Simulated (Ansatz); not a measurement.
# HClO (triplet): from Hartree-Fock to the top rungs at distance Cl1–H2 along a hydrogen transfer = 1.189 Å, cc-pVDZ

Aim: climb from Hartree-Fock through coupled cluster and multireference methods for HClO (triplet) at one geometry and basis, and see what each rung misses.

Program: Ansatz 0.2.0, Gaussian basis. Level of theory: cc-pVDZ, core rule «outside noble gas», up to 6 orbitals frozen. These are calculated values, not measurements.

The runs, in order: UHF; CCSD(T) on ROHF; CCSD(T) on UHF; BCCD(T) on ROHF; CISD; CCSDT(Q) on ROHF; CCSDT(Q) on UHF; CASSCF and MRCISD+Q, 4 electrons in 4 orbitals; CASSCF and NEVPT2, 4 electrons in 4 orbitals; CASSCF and MRCISD+Q, 14 electrons in 9 orbitals; CASSCF and NEVPT2, 14 electrons in 9 orbitals.

10 further runs of the same task are left out: 10 that didn't finish.

## Step 1: What is computed

The geometry derives from fragments relaxed apart (PBE0/def2-TZVP) and kept rigid, so it is no stationary point. A hydrogen atom is moved between rigid fragments.

3 atoms, charge 0, spin multiplicity 3.

Atoms are counted from 1 here; the program's logs count them from 0.

Bond lengths: Cl1–H2 1.189 Å.

## Step 2: UHF

File in.yaml:

```yaml
crystal:
  periodic: [false, false, false]
  atoms:
    - {symbol: Cl, position_ang: [0.000000, 0.000000, -1.358667]}
    - {symbol: H, position_ang: [0.000000, 0.000000, -0.169667]}
    - {symbol: O, position_ang: [0.000000, 0.000000, 1.528333]}
basis:
  gaussian: {orbitals: cc-pVDZ}
magnetization: {spin_polarized: true, initial_magnetization: 2}
hamiltonian: {xc: hf}
output: {orbitals: {seedname: orbitals}}
```

Run with:

```bash
$ ansatz run in.yaml --threads 1 --pin off --events-out ev --progress --plain --max-ram 2393MiB
```

After this run come: CCSD(T) on ROHF; CCSD(T) on UHF; BCCD(T) on ROHF; CISD; CCSDT(Q) on ROHF; CCSDT(Q) on UHF; CASSCF and MRCISD+Q, 4 electrons in 4 orbitals; CASSCF and NEVPT2, 4 electrons in 4 orbitals; CASSCF and MRCISD+Q, 14 electrons in 9 orbitals; CASSCF and NEVPT2, 14 electrons in 9 orbitals.

**Question.** What will the summary of the whole plan be? Wanted: UCCSDT(Q) below the RHF energy; RMP2 from UCCSDT(Q); UMP2 from UCCSDT(Q); RCCSD from UCCSDT(Q); RCCSD(T) from UCCSDT(Q); UCCSD(T) from UCCSDT(Q); RCCSDT(Q) from UCCSDT(Q); MRCISD+Q pair from UCCSDT(Q); NEVPT2 valence from UCCSDT(Q).

The runs gave:

```
                         quantity                                                                                    value
   UCCSDT(Q) below the RHF energy                                                                               -7.9211 eV
              RMP2 from UCCSDT(Q)                                                                               +951.7 meV
              UMP2 from UCCSDT(Q)                                                                               +945.4 meV
             RCCSD from UCCSDT(Q)                                                                               +115.4 meV
          RCCSD(T) from UCCSDT(Q)                                                                                +20.8 meV
          UCCSD(T) from UCCSDT(Q)                                                                                +19.2 meV
         RCCSDT(Q) from UCCSDT(Q)                                                                                 +1.6 meV
     MRCISD+Q pair from UCCSDT(Q)                                                                                +12.4 meV
    NEVPT2 valence from UCCSDT(Q)                                                                              +1537.0 meV
  MRCISD+Q valence from UCCSDT(Q)                                                                                +23.9 meV
levels within 1 kcal/mol (43 meV)  RCCSD(T), UCCSD(T), BCCD(T), RCCSDT, UCCSDT, RCCSDT(Q), MRCISD+Q pair, MRCISD+Q valence
                    T1 diagnostic                                                                                    0.011
   effectively unpaired electrons                                                                                     2.00
```

**Reading.** RCCSD(T) lands +20.8 meV from the yardstick (0.3 % of the correlation energy). One determinant dominates. Of the multireference levels listed MRCISD+Q pair comes nearest in total energy (+12.4 meV), which doesn't show that its space is the better one. These misses are within one basis, not against nature; the frozen cores of restricted and unrestricted runs differ, which can shift their rows.
